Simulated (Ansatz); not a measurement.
# C2H3O2: the cost of one run

All numbers are computed with the Python package of Ansatz 0.2.0. Level of theory: PBE0+D3(BJ)/def2-SVP.

### 1 The structure

Bond lengths: C1–C2 1.393 Å, C2–O3 1.231 Å, C2–O4 1.406 Å, C1–H5 1.141 Å, C1–H6 1.090 Å, O4–H7 0.977 Å. Angles: C1–C2–O3 126.3°, C1–C2–O4 108.6°, O3–C2–O4 125.1°, C2–C1–H5 117.6°, C2–C1–H6 125.7°, H5–C1–H6 116.6°, C2–O4–H7 101.2°.

No structure file is read: the coordinates are typed or built in the script.

### 2 The script

File scan_c2h3o2.py:

```python
"""Potential curve of C2H3O2 along one bond."""

import ansatz as az
import numpy as np

params = {
    "basis_set": "def2-SVP",
    "functional": "pbe0",
    "dispersion": "d3bj",
}

geometry = (
    az.Crystal.molecule()
    .atom("C", (-0.4777, 0.8864, 0.0319))
    .atom("C", (-0.0478, -0.427, -0.1433))
    .atom("O", (-0.67, -1.3286, -0.7045))
    .atom("O", (1.2446, -0.5507, 0.3973))
    .atom("H", (-1.4976, 1.1705, -0.3934))
    .atom("H", (0.0841, 1.6792, 0.5248))
    .atom("H", (1.4257, -1.4978, 0.2417))
)

symbols = [site.symbol for site in geometry.cartesian_sites]
start = np.array([site.position_ang for site in geometry.cartesian_sites])
axis = (start[3] - start[1]) / np.linalg.norm(start[3] - start[1])
moving = [3, 6]
lengths, energies = [1.238, 1.294, 1.35, 1.406, 1.463, 1.519, 1.575, 1.66], []
for length in lengths:
    xyz = start.copy()
    xyz[moving] += (length - np.linalg.norm(start[3] - start[1])) * axis
    point = az.Crystal.molecule()
    for symbol, place in zip(symbols, xyz):
        point = point.atom(symbol, place.tolist())
    calculation = (
        point.calculation()
        .basis(gaussian=params["basis_set"])
        .functional(params["functional"], dispersion=params["dispersion"])
        .spin("collinear", total=1)
    )
    summary = calculation.run(threads=1, pin="off").report
    energies.append(summary["free_energy_ev"])
    print(f"r = {length:6.3f} A  E = {energies[-1]:.5f} eV  <S^2> = {abs(summary['mean_field']['state']['spin_squared']):.3f}")

# quartic fit about the minimum
fit = np.polynomial.Polynomial.fit(lengths, np.array(energies) - min(energies), 4).convert()
roots = [r.real for r in fit.deriv().roots() if abs(r.imag) < 1e-9 and fit.deriv(2)(r.real) > 0]
r_e = min(roots, key=lambda r: abs(r - lengths[int(np.argmin(energies))]))
print(f"minimum of the fit at {r_e:.4f} A, force constant {fit.deriv(2)(r_e):.2f} eV/A^2")
```

### 3 The input behind the calls

The engine receives this input (first run):

```yaml
crystal:
  periodic: [false, false, false]
  atoms:
    - { symbol: C, position_ang: [-0.4777, 0.8864, 0.0319] }
    - { symbol: C, position_ang: [-0.0478, -0.427, -0.1433] }
    - { symbol: O, position_ang: [-0.67, -1.3286, -0.7045] }
    - { symbol: O, position_ang: [1.089882711897382, -0.5358914820966466, 0.3325830656543831] }
    - { symbol: H, position_ang: [-1.4976, 1.1705, -0.3934] }
    - { symbol: H, position_ang: [0.0841, 1.6792, 0.5248] }
    - { symbol: H, position_ang: [1.270982711897382, -1.4829914820966468, 0.17698306565438315] }
basis:
  gaussian:
    orbitals: def2-SVP
hamiltonian:
  xc: pbe0
  dispersion: d3bj
magnetization:
  spin_polarized: true
  initial_magnetization: 1.0
```

### 4 Running it

Started as:

```
> python scan_c2h3o2.py
```

**Question.** How long does this script take on 1 thread of Arm Neoverse V1, shared host, and how much memory does it need?

About 24 s, with a peak of 0.22 GiB.
